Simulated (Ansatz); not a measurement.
A nudged elastic band was laid between two geometries of BClH2 + H3Si (8 atoms, charge 0, multiplicity 2).

These are results of UKS PBE0/6-31G* (Ansatz), not measurements.

```yaml
movable_images: 7
climbing_image: yes
spring: 5.0 eV/Å²
optimiser: quadratic models (default)
start_path: through a guess of the saddle point
force_threshold: 0.05 eV/Å
iteration_limit: 60
end_points: relaxed
```

Image 0:

```xyz
8
Properties=species:S:1:pos:R:3
B -0.005 0.000 -0.756
Cl -0.014 0.010 0.984
H 1.049 -0.003 -1.312
H -1.054 -0.002 -1.323
Si 0.016 -0.003 5.394
H -0.763 -1.194 5.835
H 1.418 -0.067 5.894
H -0.647 1.259 5.826
```

Image 8:

```xyz
8
Properties=species:S:1:pos:R:3
B 0.040 -0.046 0.602
Cl -0.442 1.310 2.135
H 1.209 -0.237 0.771
H -0.846 -0.847 0.667
Si -0.048 0.127 3.835
H -0.924 -1.058 3.727
H 1.392 -0.206 3.784
H -0.380 0.956 5.021
```

(1) What changes between the two ends?

(2) What energy profile does the band end with?

(3) What is the geometry of the highest image?

Answers

(1) Bonds formed: Cl2–Si5. BClH2 + H3Si becomes BClH5Si.

(2) The forces met the threshold. The highest image is number 7 of 0 to 8, 72.3 kJ/mol above the first end and 3.1 kJ/mol above the last; the last end lies 69.2 kJ/mol above the first. A structure lower than the first end lies on the path between it and the top, so the climb from that side starts below the end, which may itself be a saddle point or a shallow side well. A vibrational analysis at the climbing image gives one clearly imaginary mode, 204i cm⁻¹: a first-order saddle point.

```json
{"image": "0", "path coordinate (Å)": "0.00", "energy (kJ/mol)": "0.0", "Cl2–Si5 (Å)": "4.41"}
{"image": "1", "path coordinate (Å)": "1.07", "energy (kJ/mol)": "0.1", "Cl2–Si5 (Å)": "4.42"}
{"image": "2", "path coordinate (Å)": "2.14", "energy (kJ/mol)": "0.0", "Cl2–Si5 (Å)": "4.53"}
{"image": "3", "path coordinate (Å)": "3.21", "energy (kJ/mol)": "-0.1", "Cl2–Si5 (Å)": "4.55"}
{"image": "4", "path coordinate (Å)": "4.27", "energy (kJ/mol)": "-0.5", "Cl2–Si5 (Å)": "4.27"}
{"image": "5", "path coordinate (Å)": "5.34", "energy (kJ/mol)": "-0.1", "Cl2–Si5 (Å)": "4.32"}
{"image": "6", "path coordinate (Å)": "6.41", "energy (kJ/mol)": "11.9", "Cl2–Si5 (Å)": "3.38"}
{"image": "7", "path coordinate (Å)": "7.47", "energy (kJ/mol)": "72.3", "Cl2–Si5 (Å)": "2.23"}
{"image": "8", "path coordinate (Å)": "8.25", "energy (kJ/mol)": "69.2", "Cl2–Si5 (Å)": "2.11"}
```

(3) 
```xyz
8
Properties=species:S:1:pos:R:3:forces:R:3
B 0.012 -0.004 0.531 0.00 0.02 0.00
Cl -0.324 1.079 2.057 0.00 -0.01 0.04
H 1.183 -0.148 0.359 0.01 -0.01 0.00
H -0.886 -0.763 0.342 0.00 -0.01 0.00
Si -0.040 0.107 4.044 0.00 0.02 -0.04
H -0.903 -1.094 3.995 0.00 0.00 0.00
H 1.400 -0.232 4.100 0.00 0.00 0.00
H -0.442 1.055 5.114 0.00 0.00 0.00
```

Time of the run: 6.3 min on 1 thread of AMD EPYC 7R43 64-Core Processor (Zen 3), with other jobs on the host, peak memory 0.17 GiB.
